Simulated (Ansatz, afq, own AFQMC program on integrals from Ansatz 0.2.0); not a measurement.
**BHO (singlet): AFQMC on the coupled-cluster ladder at angle O2–B1–H3 = 73.6°, cc-pVDZ, part 1 of 2**

Aim: compute BHO (singlet) with auxiliary-field quantum Monte Carlo on the same integrals as coupled cluster, and set the energies side by side.

Computed with Ansatz 0.2.0, Gaussian basis, and an in-house AFQMC program (afq) on its integrals; all values are calculated. Level: cc-pVDZ, frozen cores.

The runs, in order: PBE (unrestricted); r2SCAN (unrestricted); PBE0 (unrestricted); B3LYP (unrestricted); wB97M-V (unrestricted); B2PLYP (unrestricted); CCSD(T) on RHF; CCSDT(Q) on RHF; Phaseless AFQMC, CISD trial on RHF; Free-projection AFQMC, CISD trial on RHF; Phaseless AFQMC, CISD trial on RHF; Free-projection AFQMC, first-order trial on RHF; UHF; CCSD(T) on UHF; CCSDT(Q) on UHF; Phaseless AFQMC, CISD trial on UHF; Phaseless AFQMC, single-determinant trial on UHF; Free-projection AFQMC, CISD trial on UHF; Phaseless AFQMC, CISD trial on UHF; Free-projection AFQMC, first-order trial on UHF.

3 further runs of the same task are left out: 3 that didn't finish.

## (1) What is computed

The geometry derives from a PBE0/def2-TZVP stationary point (not a proven minimum). One angle is set to the value named; bond lengths are kept.

3 atoms, charge 0, spin multiplicity 1.

Atoms are counted from 1 here; the program's logs count them from 0.

Bond lengths: B1–O2 1.198 Å, B1–H3 1.173 Å. Angles: O2–B1–H3 73.6°.

## (2) PBE (unrestricted)

Input file in.yaml:

```yaml
crystal:
  periodic: [false, false, false]
  atoms:
    - {symbol: B, position_ang: [-0.585722, 0.000000, 0.387271]}
    - {symbol: O, position_ang: [0.373523, 0.000000, -0.330336]}
    - {symbol: H, position_ang: [0.353301, 0.000000, 1.089750]}
basis:
  gaussian: {orbitals: cc-pVDZ}
magnetization: {spin_polarized: true, initial_magnetization: 0}
hamiltonian: {xc: {name: PBE}}
output: {orbitals: {seedname: orbitals}}
```

Command:

```sh
$ ansatz run in.yaml --threads 1 --pin off --events-out ev --progress --plain --max-ram 1382MiB
```

The program printed:

```text
Functional definition: PBE
  name "PBE"
  cite "Perdew, Burke & Ernzerhof, Phys. Rev. Lett. 77, 3865 (1996) doi:10.1103/PhysRevLett.77.3865"
  parent pbe
  parameter kappa = 0.804
  parameter beta = 0.06672455060314922
  exchange = pbe_x(kappa = kappa, mu = beta*pi^2/3)
  correlation = pbe_c(beta = beta)
347 factors; their error is unknown
mean field evaluation 1: about -2728.9507 eV, gradient 3.6e1 eV
mean field evaluation 2: about -2686.7848 eV, gradient 9.9e1 eV
mean field evaluation 4: about -2734.0415 eV, gradient 3.6e0 eV
mean field evaluation 8: about -2734.1047 eV, gradient 2.0e-2 eV
mean field evaluation 16: about -2734.0810 eV, gradient 3.4e-5 eV
mean field -2734.08100651 eV, -100.4756237624 hartree, gradient 3.4e-5 eV, S^2 0.000000; 0 other end points of the search recorded, 0 dependent functions left out
reference -2734.08102874 eV, -100.4756245795 hartree; 7, 7 occupied and 26, 26 virtual orbitals, 347 factors
Total energy: -2734.08102874 eV, -100.4756245795 hartree
```

It took 0.54 s on 1 thread of Arm Neoverse V1, shared host.

From the report: ⟨S²⟩ of the determinant 0.000 (pure singlet: 0.00).

## (3) r2SCAN (unrestricted)

Edit in.yaml of step 2 so:

```diff
@@ -9,3 +9,2 @@
 magnetization: {spin_polarized: true, initial_magnetization: 0}
-hamiltonian: {xc: {name: PBE}}
-output: {orbitals: {seedname: orbitals}}
+hamiltonian: {xc: {name: r2SCAN}}
```

Launched as before.

The program printed:

```text
Functional definition: r2SCAN
  name "r2SCAN"
  cite "Furness, Kaplan, Ning, Perdew & Sun, J. Phys. Chem. Lett. 11, 8208 (2020) doi:10.1021/acs.jpclett.0c02405"
  cite "Furness, Kaplan, Ning, Perdew & Sun, J. Phys. Chem. Lett. 11, 9248 (2020) doi:10.1021/acs.jpclett.0c03077"
  parent r2scan
  parameter k0 = 0.174
  parameter k1 = 0.065
  parameter a1 = 4.9479
  exchange = r2scan_x(k0 = k0, k1 = k1, a1 = a1)
  correlation = r2scan_c
347 factors; their error is unknown
mean field evaluation 1: about -2731.2622 eV, gradient 3.4e1 eV
mean field evaluation 2: about -2698.7949 eV, gradient 8.9e1 eV
mean field evaluation 4: about -2735.7479 eV, gradient 2.8e0 eV
mean field evaluation 8: about -2735.7623 eV, gradient 8.7e-2 eV
mean field evaluation 16: about -2735.5247 eV, gradient 2.0e0 eV
mean field -2735.76233840 eV, -100.5374115700 hartree, gradient 2.0e-5 eV, S^2 0.000000; 1 other end points of the search recorded, 0 dependent functions left out
reference -2735.76234535 eV, -100.5374118253 hartree; 7, 7 occupied and 26, 26 virtual orbitals, 347 factors
Total energy: -2735.76234535 eV, -100.5374118253 hartree
```

Wall time 1.3 s (1 thread of Arm Neoverse V1, shared host).

From the report: ⟨S²⟩ of the determinant 0.000 (pure singlet: 0.00).

## (4) PBE0 (unrestricted)

Edit in.yaml of step 3 so:

```diff
@@ -9,2 +9,3 @@
 magnetization: {spin_polarized: true, initial_magnetization: 0}
-hamiltonian: {xc: {name: r2SCAN}}
+hamiltonian: {xc: {name: PBE0}}
+output: {orbitals: {seedname: orbitals}}
```

Same command.

The program printed:

```text
Functional definition: PBE0
  name "PBE0"
  cite "Adamo & Barone, J. Chem. Phys. 110, 6158 (1999) doi:10.1063/1.478522"
  cite "Perdew, Burke & Ernzerhof, Phys. Rev. Lett. 77, 3865 (1996) doi:10.1103/PhysRevLett.77.3865"
  parent pbe
  parameter a = 0.25
  parameter kappa = 0.804
  parameter beta = 0.06672455060314922
  exchange = (1 - a)*pbe_x(kappa = kappa, mu = beta*pi^2/3) + a*exact_x
  correlation = pbe_c(beta = beta)
303 factors; integrals over basis functions are off by at most 1.1e-3 eV
mean field evaluation 1: about -2730.1214 eV, gradient 3.2e1 eV
mean field evaluation 2: about -2711.4532 eV, gradient 7.4e1 eV
mean field evaluation 4: about -2733.9607 eV, gradient 1.8e0 eV
mean field evaluation 8: about -2733.9760 eV, gradient 1.5e-1 eV
mean field evaluation 16: about -2733.7419 eV, gradient 1.8e0 eV
mean field -2733.97606202 eV, -100.4717671235 hartree, gradient 2.2e-5 eV, S^2 0.000000; 1 other end points of the search recorded, 0 dependent functions left out
reference -2733.97607853 eV, -100.4717677303 hartree; 7, 7 occupied and 26, 26 virtual orbitals, 303 factors
Total energy: -2733.97607853 eV, -100.4717677303 hartree
```

Wall time 0.63 s (1 thread of Arm Neoverse V1, shared host).

From the report: ⟨S²⟩ of the determinant 0.000 (pure singlet: 0.00).

## (5) B3LYP (unrestricted)

Edit in.yaml of step 4 so:

```diff
@@ -9,3 +9,2 @@
 magnetization: {spin_polarized: true, initial_magnetization: 0}
-hamiltonian: {xc: {name: PBE0}}
-output: {orbitals: {seedname: orbitals}}
+hamiltonian: {xc: {name: B3LYP}}
```

The command is unchanged.

The program printed, cut to the lines that bear on the results:

```text
Functional definition: B3LYP
  name "B3LYP"
  cite "Stephens, Devlin, Chabalowski & Frisch, J. Phys. Chem. 98, 11623 (1994) doi:10.1021/j100096a001"
  cite "Becke, Phys. Rev. A 38, 3098 (1988) doi:10.1103/PhysRevA.38.3098"
  cite "Lee, Yang & Parr, Phys. Rev. B 37, 785 (1988) doi:10.1103/PhysRevB.37.785"
  cite "Vosko, Wilk & Nusair, Can. J. Phys. 58, 1200 (1980) doi:10.1139/p80-159"
[...]
303 factors; integrals over basis functions are off by at most 1.1e-3 eV
[...]
mean field -2737.35917850 eV, -100.5960943611 hartree, gradient 5.6e-5 eV, S^2 0.000000; 1 other end points of the search recorded, 0 dependent functions left out
reference -2737.35933348 eV, -100.5961000566 hartree; 7, 7 occupied and 26, 26 virtual orbitals, 303 factors
Total energy: -2737.35933348 eV, -100.5961000566 hartree
```

It took 0.63 s on 1 thread of Arm Neoverse V1, shared host.

From the report: ⟨S²⟩ of the determinant 0.000 (pure singlet: 0.00).

## (6) wB97M-V (unrestricted)

Edit in.yaml of step 5 so:

```diff
@@ -9,2 +9,3 @@
 magnetization: {spin_polarized: true, initial_magnetization: 0}
-hamiltonian: {xc: {name: B3LYP}}
+hamiltonian: {xc: {name: wB97M-V}}
+output: {orbitals: {seedname: orbitals}}
```

The command is unchanged.

The program printed, cut to the lines that bear on the results:

```text
Functional definition: wB97M-V
  name "wB97M-V"
  cite "Mardirossian & Head-Gordon, J. Chem. Phys. 144, 214110 (2016) doi:10.1063/1.4952647"
  cite "Becke, J. Chem. Phys. 107, 8554 (1997) doi:10.1063/1.475007"
  cite "Vydrov & Van Voorhis, J. Chem. Phys. 133, 244103 (2010) doi:10.1063/1.3521275"
  # Of w^i u^j: cxij and so on, Table III.
[...]
  gx(w, u) = 1 - cx + cx01*u + cx10*w
  gss(w, u) = css00 + css04*u^4 + css10*w + css20*w^2 + css43*w^4*u^3
  gos(w, u) = cos00 + cos10*w + (cos20 + cos21*u)*w^2 + (cos60 + cos61*u)*w^6
[...]
      + integral(e_c_pw_mod_opposite_spin*gos(b97_w_opposite, b97_u_opposite)) + vv10(b, c)
303 factors; integrals over basis functions are off by at most 1.1e-3 eV
91 factors; integrals over basis functions are off by at most 2.8e-6 eV
[...]
mean field -2736.40456190 eV, -100.5610128482 hartree, gradient 1.6e-5 eV, S^2 0.000000; 0 other end points of the search recorded, 0 dependent functions left out
reference -2736.40458755 eV, -100.5610137908 hartree; 7, 7 occupied and 26, 26 virtual orbitals, 303 factors
Total energy: -2736.40458755 eV, -100.5610137908 hartree
```

Run time: 2 s. Hardware: 1 thread of Arm Neoverse V1, shared host.

From the report: ⟨S²⟩ of the determinant 0.000 (pure singlet: 0.00).

## (7) B2PLYP (unrestricted)

Edit in.yaml of step 6 so:

```diff
@@ -9,3 +9,3 @@
 magnetization: {spin_polarized: true, initial_magnetization: 0}
-hamiltonian: {xc: {name: wB97M-V}}
-output: {orbitals: {seedname: orbitals}}
+hamiltonian: {xc: {name: B2PLYP}}
+correlation: {electrons: outside_noble_gas}
```

Same command.

The program printed, cut to the lines that bear on the results:

```text
Functional definition: B2PLYP
  name "B2PLYP"
  cite "Grimme, J. Chem. Phys. 124, 034108 (2006) doi:10.1063/1.2148954"
  cite "Becke, Phys. Rev. A 38, 3098 (1988) doi:10.1103/PhysRevA.38.3098"
  cite "Lee, Yang & Parr, Phys. Rev. B 37, 785 (1988) doi:10.1103/PhysRevB.37.785"
[...]
303 factors; integrals over basis functions are off by at most 1.1e-3 eV
[...]
mean field -2732.15017244 eV, -100.4046669194 hartree, gradient 1.5e-6 eV, S^2 0.000000; 2 other end points of the search recorded, 0 dependent functions left out
2 core orbitals not correlated: weight in the atoms' cores, before any rotation towards them, 1.000 or more for the frozen orbitals, at most 0.000 for the correlated occupied ones
reference -2732.15027008 eV, -100.4046705076 hartree; 5, 5 occupied and 26, 26 virtual orbitals, 303 factors
second order -9.84043225 eV of doubles, -0.00000000 eV of singles
Total energy: -2734.80718679 eV, -100.5023103956 hartree
```

It took 1.4 s on 1 thread of Arm Neoverse V1, shared host.

From the report: ⟨S²⟩ of the determinant 0.000 (pure singlet: 0.00).

## (8) CCSD(T) on RHF

Edit in.yaml of step 7 so:

```diff
@@ -8,4 +8,3 @@
   gaussian: {orbitals: cc-pVDZ}
-magnetization: {spin_polarized: true, initial_magnetization: 0}
-hamiltonian: {xc: {name: B2PLYP}}
-correlation: {electrons: outside_noble_gas}
+magnetization: {spin_polarized: false}
+correlation: {method: ccsd_t, electrons: outside_noble_gas, hamiltonian_folder: ham}
```

Launched as before.

The program printed, cut to the lines that bear on the results:

```text
Functional definition: HF
  name "HF"
  cite "Fock, Z. Phys. 61, 126 (1930) doi:10.1007/BF01340294"
  parent pbe
[...]
303 factors; integrals over basis functions are off by at most 1.1e-3 eV
[...]
mean field -2721.91624939 eV, -100.0285771840 hartree, gradient 2.9e-6 eV, S^2 0.000000; 0 other end points of the search recorded, 0 dependent functions left out; unrestricted orbitals would lower it
2 core orbitals not correlated: weight in the atoms' cores, before any rotation towards them, 1.000 or more for the frozen orbitals, at most 0.000 for the correlated occupied ones
reference -2721.91624939 eV, -100.0285771840 hartree; 5, 5 occupied and 26, 26 virtual orbitals, 303 factors
second order -7.77200863 eV of doubles, -0.00000000 eV of singles
cycle   1  -7.58430819 eV  change    1.9e-1 eV  update   9.7e-2
[...]
cycle  11  -8.00606138 eV  change   -5.6e-6 eV  update   5.0e-6
perturbative correction -0.32208421 eV, -0.0118363765 hartree
Total energy: -2730.24439498 eV, -100.3346308894 hartree
```

Run time: 0.33 s. Hardware: 1 thread of Arm Neoverse V1, shared host.

From the report: correlation -8.3281 eV; T1 0.024; largest double amplitude 0.14.

This run also writes the integrals to the folder ham.

## (9) CCSDT(Q) on RHF

Edit in.yaml of step 8 so:

```diff
@@ -9,2 +9,2 @@
 magnetization: {spin_polarized: false}
-correlation: {method: ccsd_t, electrons: outside_noble_gas, hamiltonian_folder: ham}
+correlation: {method: ccsdt_q, electrons: outside_noble_gas}
```

The command is unchanged.

The program printed, cut to the lines that bear on the results:

```text
Functional definition: HF
  name "HF"
  cite "Fock, Z. Phys. 61, 126 (1930) doi:10.1007/BF01340294"
  parent pbe
[...]
579 factors; integrals over basis functions are off by at most 1.9e-7 eV
[...]
a density is far from that of the atoms, so the factors are made again for it
614 factors; integrals over basis functions are off by at most 2.0e-7 eV
[...]
mean field -2721.91630089 eV, -100.0285790765 hartree, gradient 2.9e-6 eV, S^2 0.000000; 1 other end points of the search recorded, 0 dependent functions left out; unrestricted orbitals would lower it
2 core orbitals not correlated: weight in the atoms' cores, before any rotation towards them, 1.000 or more for the frozen orbitals, at most 0.000 for the correlated occupied ones
reference -2721.91630089 eV, -100.0285790765 hartree; 5, 5 occupied and 26, 26 virtual orbitals, 614 factors
second order -7.77203105 eV of doubles, -0.00000000 eV of singles
cycle   1  -7.58430461 eV  change    1.9e-1 eV  update   1.1e-1
[...]
cycle  15  -8.34398837 eV  change   -8.0e-7 eV  update   6.0e-7
perturbative correction -0.04516062 eV, -0.0016596223 hartree
Total energy: -2730.30544988 eV, -100.3368746158 hartree
```

Wall time 2.9 s (1 thread of Arm Neoverse V1, shared host).

From the report: correlation -8.3891 eV; T1 0.024; largest double amplitude 0.17.

## (10) Phaseless AFQMC, CISD trial on RHF

It reads the integrals that the CCSD(T) run on this determinant wrote.

Command:

```sh
$ afq ham --method phaseless --trial cisd --walkers 100 --populations 1 --least-time 40 --time-step 0.005 --steps-per-block 50 --equilibration-blocks 28 --max-blocks 300 --target-error 0.00038 --factor-cut 1e-05 --seed 8067 --release-times 0.24,0.51,0.99,1.62,2.4 --release-step 0.03 --release-every 4 --taylor-order 6
```

The program printed:

```text
orbitals 31  electrons 5 5  factors 239 of 303
reference energy -100.02857718 Eh
CCSD correlation -0.29421695 Eh in 12 cycles, weight of the determinant in the CISD state 0.8767
energy of the start -100.322794 Eh
 block  time / (1/Eh)  mean weight  energy / Eh
     1     0.250  1.0021  -100.319749
     2     0.500  0.9990  -100.322769
     3     0.750  1.0008  -100.325862
     4     1.000  0.9983  -100.331767
     5     1.250  0.9983  -100.332885
     6     1.500  0.9993  -100.330247
     7     1.750  1.0000  -100.330050
     8     2.000  0.9999  -100.346703
     9     2.250  1.0009  -100.357019
    10     2.500  1.0021  -100.326762
    17     4.250  0.9996  -100.330094
    25     6.250  1.0015  -100.332055
    33     8.250  0.9992  -100.334931
    41    10.250  0.9985  -100.336521
    49    12.250  0.9986  -100.333621
    57    14.250  1.0001  -100.332848
    65    16.250  0.9994  -100.325659
    73    18.250  1.0027  -100.335119
    81    20.250  0.9967  -100.330508
    89    22.250  1.0007  -100.332267
    97    24.250  1.0011  -100.333587
   105    26.250  0.9990  -100.341020
   113    28.250  0.9997  -100.329447
   121    30.250  0.9993  -100.332561
   129    32.250  1.0019  -100.337159
   137    34.250  0.9998  -100.335480
   145    36.250  1.0011  -100.326802
   153    38.250  1.0016  -100.328422
   161    40.250  0.9978  -100.332957
   169    42.250  0.9991  -100.330094
   177    44.250  0.9986  -100.332364
   185    46.250  1.0001  -100.335201
   193    48.250  0.9997  -100.332393
   201    50.250  1.0002  -100.326208
   209    52.250  0.9994  -100.330958
   217    54.250  1.0015  -100.341049
   225    56.250  0.9980  -100.332427
   233    58.250  1.0006  -100.333733
   241    60.250  1.0008  -100.342931
   249    62.250  1.0007  -100.330105
   257    64.250  1.0012  -100.334472
   265    66.250  1.0007  -100.341593
   273    68.250  0.9966  -100.364017
   281    70.250  1.0006  -100.335563
   289    72.250  0.9994  -100.340007
   297    74.250  1.0006  -100.334925
   305    76.250  1.0011  -100.332156
   313    78.250  1.0000  -100.335226
   321    80.250  0.9992  -100.331280
blocks merged  error / Eh  count
     1  0.000423  300
     2  0.000492  150
     4  0.000566  75
     8  0.000572  37
    16  0.000680  18
    32  0.000785  9
released: time / (1/Eh)  energy / Eh  error  mean overlap
  0.24  -100.336167  0.000624  1.0005
  0.51  -100.336221  0.000472  1.0030
  0.99  -100.337092  0.000548  1.0014
  1.62  -100.337486  0.000690  0.9839
  2.40  -100.337037  0.000830  0.9809
energy -100.336029 +/- 0.000680 Eh
```

Wall time 4.1 min (1 thread of Arm Neoverse V1, shared host).

Energy -2730.2824 ± 0.0185 eV. Caveats: constraint bias not in the error; error above the target.

## (11) Free-projection AFQMC, CISD trial on RHF

It reads the integrals that the CCSD(T) run on this determinant wrote.

Command:

```sh
$ afq ham --method free --trial cisd --walkers 100 --time-step 0.03 --max-blocks 80 --target-error 0.00038 --factor-cut 1e-05 --seed 1618 --times 0,0.21,0.42,0.81,1.2,1.8,2.4,3 --taylor-order 8
```

The program printed:

```text
orbitals 31  electrons 5 5  factors 239 of 303
reference energy -100.02857718 Eh
CCSD correlation -0.29421695 Eh in 12 cycles, weight of the determinant in the CISD state 0.8767
repeat  energy at the last time / Eh  error
    10  -100.336214  0.002144
    20  -100.336109  0.001390
    30  -100.334672  0.001190
    40  -100.335523  0.001099
    50  -100.336229  0.001039
    60  -100.336216  0.000890
    70  -100.336503  0.000812
    80  -100.337060  0.000808
time / (1/Eh)  energy / Eh  error  mean overlap
  0.00  -100.323072  0.000559  1.1420
  0.21  -100.329792  0.000487  1.1405
  0.42  -100.331931  0.000471  1.1480
  0.81  -100.334581  0.000482  1.1458
  1.20  -100.335683  0.000530  1.1414
  1.80  -100.336349  0.000442  1.1321
  2.40  -100.336340  0.000582  1.1397
  3.00  -100.337060  0.000808  1.1468
energy -100.337060 +/- 0.000808 Eh
```

Wall time 2 min (1 thread of Arm Neoverse V1, shared host).

Energy -2730.3105 ± 0.0220 eV. Caveats: remainder of the start not in the error; error above the target.

## (12) Phaseless AFQMC, CISD trial on RHF (settings varied)

It reads the integrals that the CCSD(T) run on this determinant wrote.

Command:

```sh
$ afq ham --method phaseless --trial cisd --walkers 80 --populations 1 --least-time 40 --time-step 0.01 --steps-per-block 50 --equilibration-blocks 12 --max-blocks 80 --target-error 0.00076 --factor-cut 1e-05 --seed 2906 --release-times 0.2,0.4 --release-step 0.02 --release-every 2 --taylor-order 6
```

The program printed:

```text
orbitals 31  electrons 5 5  factors 239 of 303
reference energy -100.02857718 Eh
CCSD correlation -0.29421695 Eh in 12 cycles, weight of the determinant in the CISD state 0.8767
energy of the start -100.322794 Eh
 block  time / (1/Eh)  mean weight  energy / Eh
     1     0.500  1.0029  -100.323948
     2     1.000  0.9982  -100.325418
     3     1.500  0.9965  -100.330012
     4     2.000  0.9999  -100.332012
     5     2.500  1.0027  -100.345460
     6     3.000  0.9989  -100.336257
     7     3.500  0.9987  -100.345063
     8     4.000  0.9994  -100.343068
     9     4.500  1.0026  -100.344373
    10     5.000  1.0036  -100.327836
    11     5.500  1.0016  -100.336082
    13     6.500  0.9982  -100.332519
    15     7.500  1.0032  -100.352726
    17     8.500  0.9994  -100.339006
    19     9.500  1.0028  -100.327360
    21    10.500  1.0006  -100.324506
    23    11.500  0.9971  -100.335156
    25    12.500  0.9928  -100.357151
    27    13.500  1.0038  -100.342140
    29    14.500  0.9961  -100.330363
    31    15.500  1.0036  -100.338019
    33    16.500  1.0028  -100.331780
    35    17.500  0.9996  -100.347306
    37    18.500  1.0015  -100.334298
    39    19.500  1.0014  -100.338976
    41    20.500  1.0000  -100.325991
    43    21.500  0.9975  -100.335043
    45    22.500  1.0001  -100.346609
    47    23.500  0.9987  -100.338430
    49    24.500  1.0011  -100.336467
    51    25.500  1.0011  -100.338046
    53    26.500  0.9934  -100.334671
    55    27.500  0.9952  -100.331491
    57    28.500  0.9954  -100.336049
    59    29.500  0.9930  -100.356292
    61    30.500  1.0044  -100.374746
    63    31.500  0.9960  -100.334052
    65    32.500  0.9969  -100.332923
    67    33.500  1.0010  -100.334874
    69    34.500  0.9963  -100.339021
    71    35.500  1.0014  -100.332413
    73    36.500  0.9968  -100.332673
    75    37.500  0.9966  -100.327875
    77    38.500  0.9972  -100.336881
    79    39.500  1.0020  -100.330654
    81    40.500  1.0007  -100.341055
    83    41.500  1.0038  -100.344245
    85    42.500  1.0036  -100.344763
    87    43.500  0.9981  -100.329798
    89    44.500  0.9969  -100.339568
    91    45.500  1.0045  -100.340671
blocks merged  error / Eh  count
     1  0.001350  80
     2  0.001723  40
     4  0.001543  20
     8  0.001258  10
released: time / (1/Eh)  energy / Eh  error  mean overlap
  0.20  -100.337947  0.001089  1.0086
  0.40  -100.337556  0.001018  1.0146
energy -100.339645 +/- 0.001723 Eh
```

It took 51 s on 1 thread of Arm Neoverse V1, shared host.

Energy -2730.3808 ± 0.0469 eV. Caveats: constraint bias not in the error; error above the target.

## (13) Free-projection AFQMC, first-order trial on RHF (settings varied)

It reads the integrals that the CCSD(T) run on this determinant wrote.

Command:

```sh
$ afq ham --method free --trial mp1 --walkers 20 --time-step 0.02 --max-blocks 60 --target-error 0.00076 --factor-cut 1e-05 --seed 2046 --times 0.0,0.4,0.8,1.6,2.4 --taylor-order 8
```

The program printed:

```text
orbitals 31  electrons 5 5  factors 239 of 303
reference energy -100.02857718 Eh
CCSD correlation -0.29421695 Eh in 12 cycles, weight of the determinant in the CISD state 0.8767
repeat  energy at the last time / Eh  error
    10  -100.341843  0.003536
    20  -100.339643  0.002371
    30  -100.339306  0.002310
    40  -100.339759  0.002008
    50  -100.338571  0.001866
    60  -100.337467  0.001750
time / (1/Eh)  energy / Eh  error  mean overlap
  0.00  -100.322662  0.001317  1.1162
  0.40  -100.332501  0.001129  1.1073
  0.80  -100.336208  0.001369  1.0953
  1.60  -100.334613  0.001453  1.1159
  2.40  -100.337467  0.001750  1.1384
energy -100.337467 +/- 0.001750 Eh
```

It took 16 s on 1 thread of Arm Neoverse V1, shared host.

Energy -2730.3216 ± 0.0476 eV. Caveats: remainder of the start not in the error; error above the target.

(Continued in part 2 of 2.)
